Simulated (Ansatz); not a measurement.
A structure relaxed at PBE0-D4/def2-TZVP in Ansatz, charge 1, singlet:

Cartesian coordinates in Å:
```
P -0.933 0.416 -1.673
P 0.933 -0.416 1.673
P 0.000 0.000 0.000
```

Give its formula and point group.

P3⁺. Point group D∞h (tolerance 0.1 Å).

Summarise the bond lengths by kind (pairs closer than 1.2 times the sum of covalent radii, bridged metal pairs left out).

2 × P–P 1.96 Å.

The restricted singlet is unstable towards broken spin symmetry in Hartree–Fock (as tested in another run); at PBE0-D4/def2-TZVP this wasn't settled. Another isomer (singlet) lies 3.10 eV lower at PBE0-D4/def2-TZVP; other spin states weren't run for this one.
